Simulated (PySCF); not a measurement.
Molecule: SMILES O=C(O)C1CC1, C$_{4}$H$_{6}$O$_{2}$.

Molfile (atoms numbered from 1):
```
C4H6O2
     RDKit          3D

 12 12  0  0  0  0  0  0  0  0999 V2000
    1.8165   -0.0793   -1.7348 O   0  0  0  0  0  0  0  0  0  0  0  0
    1.1703    0.0914   -0.7340 C   0  0  0  0  0  0  0  0  0  0  0  0
    1.6972    0.6434    0.3749 O   0  0  0  0  0  0  0  0  0  0  0  0
   -0.2559   -0.2740   -0.5779 C   0  0  0  0  0  0  0  0  0  0  0  0
   -1.1688    0.5678    0.2823 C   0  0  0  0  0  0  0  0  0  0  0  0
   -0.7677   -0.7837    0.7492 C   0  0  0  0  0  0  0  0  0  0  0  0
    2.6229    0.8373    0.1649 H   0  0  0  0  0  0  0  0  0  0  0  0
   -0.6653   -0.7098   -1.4908 H   0  0  0  0  0  0  0  0  0  0  0  0
   -2.1859    0.7188   -0.0871 H   0  0  0  0  0  0  0  0  0  0  0  0
   -0.7214    1.4326    0.7771 H   0  0  0  0  0  0  0  0  0  0  0  0
   -0.0433   -0.8494    1.5640 H   0  0  0  0  0  0  0  0  0  0  0  0
   -1.4986   -1.5951    0.7123 H   0  0  0  0  0  0  0  0  0  0  0  0
  1  2  2  0
  2  3  1  0
  2  4  1  0
  4  5  1  0
  5  6  1  0
  6  4  1  0
  3  7  1  0
  4  8  1  0
  5  9  1  0
  5 10  1  0
  6 11  1  0
  6 12  1  0
M  END
```

Geometry PBE0-D3(BJ)/def2-SVP throughout; GIAO in PySCF 2.14, gas phase, one conformer, non-relativistic; equivalent atoms averaged; functional PBE0.

Question: How do the absolute shieldings σ depend on the basis set? (ppm; last column core-seconds on shared hosts with different chips, so compare them loosely)

Answer: 
```
    basis set  functions      O1     O3     C2     C4  C5/C6     H7     H8  H10/H11  H9/H12  core-s
       STO-3G         36   -64.3  219.0  118.7  216.5  216.9  27.64  31.05    31.25   31.51     2.6
        6-31G         66   -93.7  148.0   32.1  182.9  188.2  27.99  31.17    31.16   31.50     4.9
     pcSseg-0         66  -144.1  141.0    6.1  176.4  181.6  28.56  31.56    31.25   31.47     7.5
       6-31G*         96   -56.6  163.0   34.0  179.9  184.2  27.38  30.63    30.78   31.05       7
     def2-SVP        114   -67.2  166.3   27.7  180.1  184.6  26.79  30.17    30.40   30.65       8
      cc-pVDZ        114   -67.7  165.8   30.5  180.7  186.7  26.93  30.11    30.32   30.60      17
     pcSseg-1        132  -106.6  140.3    8.3  169.7  174.5  26.19  29.91    30.20   30.41     9.5
  aug-cc-pVDZ        192   -56.6  161.2   25.0  179.6  185.4  26.37  29.86    30.24   30.54      34
6-311+G(2d,p)        198   -84.2  143.4   11.1  171.1  176.7  26.71  30.03    30.38   30.70      18
    def2-TZVP        222   -88.7  144.3   10.0  171.6  177.0  26.65  30.00    30.34   30.65      22
      cc-pVTZ        264   -89.1  147.2   12.1  172.4  177.6  26.24  29.84    30.17   30.48      54
     IGLO-III        270   -95.5  138.7    3.7  168.0  174.0  26.29  29.86    30.23   30.55      51
     pcSseg-2        300   -97.9  139.1    2.4  168.1  173.8  25.98  29.73    30.09   30.39      33
```

Question: Which nucleus moves most, in ppm?

Answer: C2 (carboxylic acid carbon): from 2.4 ppm with pcSseg-2 to 118.7 ppm with STO-3G. The smallest spread is 1.12 ppm, at H9/H12. Proton shifts span only some 12 ppm, so a few tenths of a ppm matter as much there as several ppm in carbon.

Question: Taking the largest basis, pcSseg-2 (300 functions), as the yardstick, rank the others by their worst heavy-atom deviation.

Answer: IGLO-III 2.4 ppm (270 functions), pcSseg-1 8.7 ppm (132 functions), def2-TZVP 9.2 ppm (222 functions), cc-pVTZ 9.7 ppm (264 functions), 6-311+G(2d,p) 13.7 ppm (198 functions), 6-31G 29.7 ppm (66 functions), cc-pVDZ 30.2 ppm (114 functions), def2-SVP 30.7 ppm (114 functions), 6-31G* 41.3 ppm (96 functions), aug-cc-pVDZ 41.3 ppm (192 functions), pcSseg-0 46.3 ppm (66 functions), STO-3G 116.3 ppm (36 functions).

A small basis that lands close on one nucleus may do so by chance; judge by the trend and by all nuclei.
